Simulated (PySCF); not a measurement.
# One shape, several levels: C6H6 (2,4-hexadiyne)

Wanted: a comparison of 6 runs (BHLYP/6-31G*, CAM-B3LYP/6-31G*, M06-2X/6-31G*, PBE0/6-31G*, r2SCAN/6-31G*, wB97M-V/6-31G*) of C6H6 (2,4-hexadiyne). Input form: a Python script.

Program for the calculation: PySCF 2.14.0.

1 further run of the same task is left out (set aside as unsound or not needed). Runs told in other sessions of the task aren't counted.

## Step 1: The system as given

C6H6: 12 atoms, total charge 0, spin state singlet. SMILES: `CC#CC#CC`. The C6–H10 distance was set to 1.963 Å, away from the relaxed value. At this shape a bond of the SMILES string is far longer than usual.

Bond lengths: C1–C2 1.443 Å, C2–C3 1.206 Å, C3–C4 1.359 Å, C4–C5 1.206 Å, C5–C6 1.443 Å, C1–H7 1.091 Å, C1–H8 1.091 Å, C1–H9 1.091 Å, C6–H11 1.091 Å, C6–H12 1.091 Å. Some angles: C1–C2–C3 179.9°, C2–C3–C4 179.8°, C3–C4–C5 180.0°, C4–C5–C6 180.0°, C2–C1–H7 110.1°, C2–C1–H8 110.1°, C2–C1–H9 110.2°, C5–C6–H11 110.1°, C5–C6–H12 110.1°, H7–C1–H8 108.8°.

## Step 2: A single-point energy at BHLYP/6-31G(d) (spherical functions) (run 1)

run.py

```python
from pyscf import gto, dft

mol = gto.M(
    atom='''
C     -1.633407    -1.901079     2.749506
C     -1.299277    -1.122109     1.581826
C     -1.020147    -0.472209     0.604566
C     -0.706297     0.257021    -0.498944
C     -0.427657     0.903691    -1.478464
C     -0.094677     1.676251    -2.650594
H     -0.783217    -2.517339     3.044796
H     -2.482067    -2.551789     2.534986
H     -1.895667    -1.242369     3.578136
H      1.849040     1.927370    -2.763130
H     -0.573947     2.654681    -2.603464
H     -0.435327     1.160151    -3.549054
''',
    verbose=4,
    spin=0,
    charge=0,
    basis='6-31g*',
    max_memory=1860,
)

calc0 = dft.RKS(mol, xc='bhandhlyp')
calc0.conv_tol = 1e-10
calc0.grids.level = 5
calc0.kernel()
if not calc0.converged:
    calc0 = calc0.newton().run(calc0.mo_coeff, calc0.mo_occ)

e_final = calc0.e_tot
print('Final energy', e_final)
```

Run with:

```console
OMP_NUM_THREADS=1 python run.py
```

What it wrote:

```text
<dir> SyntaxWarning: invalid escape sequence '\W'
  S = {(paw_set(r)[0], bool(re.search(r"spin_orbit\W+true|paw_fr", str((r.get("files") or {}).get("input") or "")) or re.search("(?i)spin.orbit\W+(value\W+)?(true|yes)|value\W+spin-orbit", json.dumps(r.get("inputs"), default=str)))) for r in records}

PySCF version 2.14.0

[... 84 lines left out ...]
converged SCF energy = -231.847344619837
Final energy -231.8473446198366
```

Wall time 34 s (1 thread of Arm Neoverse V1, shared host); peak memory 0.49 GiB.

## Step 3: The energy at CAM-B3LYP/6-31G(d) (spherical functions) (run 2)

calc.py

```python
from pyscf import gto, dft

mol = gto.M(
    atom='''
C     -1.633407    -1.901079     2.749506
C     -1.299277    -1.122109     1.581826
C     -1.020147    -0.472209     0.604566
C     -0.706297     0.257021    -0.498944
C     -0.427657     0.903691    -1.478464
C     -0.094677     1.676251    -2.650594
H     -0.783217    -2.517339     3.044796
H     -2.482067    -2.551789     2.534986
H     -1.895667    -1.242369     3.578136
H      1.849040     1.927370    -2.763130
H     -0.573947     2.654681    -2.603464
H     -0.435327     1.160151    -3.549054
''',
    spin=0,
    verbose=3,
    max_memory=1860,
    basis='6-31g*',
)

mf = dft.RKS(mol, xc='cam-b3lyp')
mf.grids.level = 5
mf.conv_tol = 1e-10
mf.kernel()
if not mf.converged:
    mf = mf.newton().run(mf.mo_coeff, mf.mo_occ)

e_tot = mf.e_tot
print('Final energy', e_tot)
```

Run with:

```console
OMP_NUM_THREADS=1 python calc.py
```

What it wrote:

```text
<dir> SyntaxWarning: invalid escape sequence '\W'
  S = {(paw_set(r)[0], bool(re.search(r"spin_orbit\W+true|paw_fr", str((r.get("files") or {}).get("input") or "")) or re.search("(?i)spin.orbit\W+(value\W+)?(true|yes)|value\W+spin-orbit", json.dumps(r.get("inputs"), default=str)))) for r in records}
converged SCF energy = -231.855595964366
Final energy -231.85559596436562
```

Wall time 49 s (1 thread of Arm Neoverse V1, shared host); peak memory 0.49 GiB.

Runs 3 to 5 aren't shown in full; the table further down has their settings and results.

## Step 4: A single-point energy at wB97M-V/6-31G(d) (spherical functions) (run 6)

input.py

```python
from pyscf import gto, dft

mol = gto.M(
    atom='''
C     -1.633407    -1.901079     2.749506
C     -1.299277    -1.122109     1.581826
C     -1.020147    -0.472209     0.604566
C     -0.706297     0.257021    -0.498944
C     -0.427657     0.903691    -1.478464
C     -0.094677     1.676251    -2.650594
H     -0.783217    -2.517339     3.044796
H     -2.482067    -2.551789     2.534986
H     -1.895667    -1.242369     3.578136
H      1.849040     1.927370    -2.763130
H     -0.573947     2.654681    -2.603464
H     -0.435327     1.160151    -3.549054
''',
    max_memory=1860,
    spin=0,
    verbose=3,
    charge=0,
    basis='6-31g*',
)

calc0 = dft.RKS(mol)
calc0.xc = 'wb97m-v'
calc0.grids.level = 5
calc0.conv_tol = 1e-10
calc0.nlcgrids.level = 1
calc0.kernel()
if not calc0.converged:
    calc0 = calc0.newton().run(calc0.mo_coeff, calc0.mo_occ)

e_final = calc0.e_tot
print(f'total energy: {e_final:.8f} hartree')
```

Run with:

```console
OMP_NUM_THREADS=1 python input.py
```

What it wrote:

```text
<dir> SyntaxWarning: invalid escape sequence '\W'
  S = {(paw_set(r)[0], bool(re.search(r"spin_orbit\W+true|paw_fr", str((r.get("files") or {}).get("input") or "")) or re.search("(?i)spin.orbit\W+(value\W+)?(true|yes)|value\W+spin-orbit", json.dumps(r.get("inputs"), default=str)))) for r in records}
converged SCF energy = -231.887306382235
total energy: -231.88730638 hartree
```

Run time: 3.5 min. Hardware: 1 thread of Arm Neoverse V1, shared host; peak memory 0.55 GiB.

## Step 5: The series

| run | level | nlc grid | energy (Eh) | dipole moment (D) | HOMO energy (eV) | LUMO energy (eV) | wall time |
| --- | --- | --- | --- | --- | --- | --- | --- |
| 1 | BHLYP/6-31G* (spherical functions) | – | -231.847345 | 1.62 | -7.30 | -1.07 | 34 s |
| 2 | CAM-B3LYP/6-31G* (spherical functions) | – | -231.855596 | 1.57 | -7.56 | -0.93 | 49 s |
| 3 | M06-2X/6-31G* (spherical functions) | – | -231.891067 | 1.39 | -7.48 | -1.24 | 71 s |
| 4 | PBE0/6-31G* (spherical functions) | – | -231.715683 | 1.67 | -6.47 | -2.04 | 34 s |
| 5 | r2SCAN/6-31G* (spherical functions) | – | -231.860238 | 1.94 | -5.70 | -2.77 | 80 s |
| 6 | wB97M-V/6-31G* (spherical functions) | 1 | -231.887306 | 1.45 | -8.34 | -0.06 | 3.5 min |

## Step 6: Summary of results

| quantity | value |
| --- | --- |
| run 6: total energy | -231.88731 Eh |
| run 6: dipole moment | 1.45 D |
| run 6: HOMO energy | -8.34 eV |
| run 6: LUMO energy | -0.06 eV |
| run 6: HOMO–LUMO gap | 8.28 eV |

What this shows: The dipole moment (its size) runs from 1.39 D (M06-2X/6-31G*) to 1.94 D (r2SCAN/6-31G*). The HOMO–LUMO gap runs from 2.93 eV (r2SCAN/6-31G*) to 8.28 eV (wB97M-V/6-31G*). Totals of different functionals can't be ranked against each other. In all runs a closed-shell determinant meets a far-stretched bond; if it breaks into open shells, such a determinant describes it badly, and no broken-symmetry solution was shown. All runs together took 7.9 min, the longest 3.5 min.
